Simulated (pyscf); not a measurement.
# 1,1-elimination: H₃C–O–GaH₂ -> methanol (H₃C–OH) + GaH [singlet]

Gas phase, singlet surface, charge 0. Bonds broken: O2–Ga3, Ga3–H7. Bonds formed: O2–H7. PySCF, gas phase, ωB97X-D3(BJ)/def2-SVP geometries. Correlated levels are frozen-core, on RHF or UHF. ΔMP2 is the change of the MP2 total energy from the triple- to the quadruple-zeta basis.

Transition state (Å):

```xyz
8

C      0.6311    -0.1533    -0.1336
O     -0.3404     0.7253     0.3879
Ga    -0.6837     2.6296    -0.0066
H      0.4613    -0.3145    -1.2145
H      0.5797    -1.1307     0.3763
H      1.6579     0.2413    -0.0092
H     -0.1696     1.7684     1.3032
H     -0.8301     2.9120    -1.5637
```

One imaginary mode, 1511i cm⁻¹; descent along it reached the two sides named, in the forms told below.

```csv
bond,change,reactant side (Å),saddle,product side
O2–Ga3,breaks,1.782,1.975,2.297
Ga3–H7,breaks,1.555,1.650,2.9
O2–H7,forms,2.8,1.398,0.965
```

Electronic energies relative to the reactant's lowest minimum found (eV):

```json
[
 {"level": "ωB97X-D3(BJ)/def2-TZVP", "barrier": "2.72", "reaction energy": "+1.57", "reverse barrier": "1.14"},
 {"level": "PBE/def2-TZVP", "barrier": "2.13", "reaction energy": "+1.34", "reverse barrier": "0.78"},
 {"level": "r²SCAN/def2-TZVP", "barrier": "2.38", "reaction energy": "+1.63", "reverse barrier": "0.76"},
 {"level": "B3LYP-D3(BJ)/def2-TZVP", "barrier": "2.40", "reaction energy": "+1.29", "reverse barrier": "1.11"},
 {"level": "PBE0-D3(BJ)/def2-TZVP", "barrier": "2.44", "reaction energy": "+1.43", "reverse barrier": "1.01"},
 {"level": "M06-2X/def2-TZVP", "barrier": "2.63", "reaction energy": "+1.47", "reverse barrier": "1.16"},
 {"level": "ωB97M-D3(BJ)/def2-TZVP", "barrier": "2.57", "reaction energy": "+1.31", "reverse barrier": "1.26"},
 {"level": "HF/def2-TZVP", "barrier": "3.33", "reaction energy": "+1.21", "reverse barrier": "2.12"},
 {"level": "MP2/def2-QZVPP", "barrier": "2.59", "reaction energy": "+1.63", "reverse barrier": "0.96"},
 {"level": "CCSD/def2-TZVPP", "barrier": "2.77", "reaction energy": "+1.43", "reverse barrier": "1.34"},
 {"level": "CCSD(T)/def2-TZVPP", "barrier": "2.63", "reaction energy": "+1.49", "reverse barrier": "1.14"},
 {"level": "CCSD(T)/def2-TZVPP + ΔMP2(QZVPP)", "barrier": "2.59", "reaction energy": "+1.45", "reverse barrier": "1.14"}
]
```

With CCSD(T)/def2-TZVPP + ΔMP2(QZVPP) energies and thermal terms (ideal gas, 1 atm, RRHO with modes under 100 cm⁻¹ raised to 100, one conformer, R ln 2 for chiral ones without a mode under 150 cm⁻¹), in eV:

```json
[
 {"T (K)": "298", "ΔH‡": "2.51", "ΔG‡": "2.49", "ΔH": "+1.48", "ΔG": "+1.07"},
 {"T (K)": "600", "ΔH‡": "2.49", "ΔG‡": "2.47", "ΔH": "+1.46", "ΔG": "+0.66"},
 {"T (K)": "900", "ΔH‡": "2.48", "ΔG‡": "2.47", "ΔH": "+1.42", "ΔG": "+0.27"},
 {"T (K)": "1200", "ΔH‡": "2.46", "ΔG‡": "2.47", "ΔH": "+1.37", "ΔG": "-0.11"}
]
```

On the product side the descent ends in a bound adduct, 0.50 eV under the separated species and 1.65 eV under the saddle at ωB97X-D3(BJ)/def2-TZVP. H₃C–O–GaH₂ lies 0.95 eV over its isomer H₃C–GaH–OH (electronic energy, ωB97M-D3(BJ)/def2-TZVP). One saddle was located; it need not be the lowest between these sides. The CCSD(T) − MP2 part came from Ansatz, without density fitting, on the same reference. The frozen core leaves the outer d or s,p core shells of the metals and heavy elements correlated in the MP2 and CC values, and def2-TZVPP describes them poorly, which can shift differences by a few kcal/mol. Elements up to Kr have no core potential and no relativistic terms here.
